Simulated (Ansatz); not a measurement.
Predict the output of the script below (Ansatz 0.2.0, Python API).

The script reads `bh2.xyz`:
```text
3

B     0.26284   -0.16623    0.12864
H     0.28002    0.98532    0.26098
H    -0.54286   -0.81909   -0.38963
```

`bh2.py`
```python
import itertools

import ansatz as az
from ase.data import atomic_numbers, covalent_radii
import numpy as np

params = {
    'basis': 'def2-SVP',
    'functional': 'pbe0',
}


def main() -> None:
    molecule = az.Crystal.molecule_from_extxyz('bh2.xyz')

    calculation = (
        molecule.calculation()
        .basis(gaussian=params['basis'])
        .functional(params['functional'])
        .spin('collinear', total=1)
    )
    symbols = [site.symbol for site in molecule.cartesian_sites]
    start = np.array([site.position_ang for site in molecule.cartesian_sites], dtype=float)
    r = calculation.relax(force_tolerance=0.01, max_steps=100).run().report
    end = np.array(r['positions_ang'])
    radius = [covalent_radii[atomic_numbers[s]] for s in symbols]
    span = lambda where, i, j: np.linalg.norm(where[i] - where[j])
    bonded = [(i, j) for i, j in itertools.combinations(range(len(symbols)), 2) if min(span(start, i, j), span(end, i, j)) < 1.2 * (radius[i] + radius[j])]
    print('pair        before    after (A)')
    for i, j in bonded:
        print(f'{symbols[i]}{i}-{symbols[j]}{j}'.ljust(10), f'{span(start, i, j):8.4f} {span(end, i, j):8.4f}')

    minimum = az.Crystal.molecule()
    for symbol, place in zip(symbols, end):
        minimum = minimum.atom(symbol, place.tolist())
    at_minimum = minimum.calculation().spin('collinear', total=1)
    level = lambda method, basis: at_minimum.basis(gaussian=basis).correlation(method).run().report
    small, large, cluster = level('mp2', 'cc-pVDZ'), level('mp2', 'cc-pVTZ'), level('ccsd_t', 'cc-pVDZ')
    corr = lambda each: (each['free_energy_ev'] - each['reference_energy_ev']) / 27.211386246
    mp2_limit = (27 * corr(large) - 8 * corr(small)) / 19
    pieces = {'HF / cc-pVTZ': large['reference_energy_ev'] / 27.211386246, 'MP2 correlation, DZ-TZ limit': mp2_limit, 'CCSD(T) - MP2 / cc-pVDZ': corr(cluster) - corr(small)}
    for name, value in pieces.items():
        print(f'{name:32s} {value:14.6f} Ha')
    print(f'{"sum":32s} {sum(pieces.values()):14.6f} Ha')
    print('T1 diagnostic', round(cluster['correlation']['coupled_cluster']['t1_diagnostic'], 4))


if __name__ == '__main__':
    main()
```

Running `python bh2.py` prints:
```text
pair        before    after (A)
B0-H1        1.1593   1.2049
B0-H2        1.1593   1.2049
HF / cc-pVTZ                         -25.759905 Ha
MP2 correlation, DZ-TZ limit          -0.089082 Ha
CCSD(T) - MP2 / cc-pVDZ               -0.021125 Ha
sum                                  -25.870112 Ha
T1 diagnostic 0.0081
```

Caveats:
- Total energies depend on the basis set; only differences at equal settings carry meaning.
- The sum leaves out core correlation, relativity, the Hartree-Fock basis error and zero-point energy; a DZ-TZ extrapolation is rough.
- The species is open-shell (spin multiplicity 2).
- Inner cores stay frozen, so this is valence correlation.
- Timing: 3 s on 1 thread of Arm Neoverse V1, with other jobs on the host, peak memory 0.16 GiB.
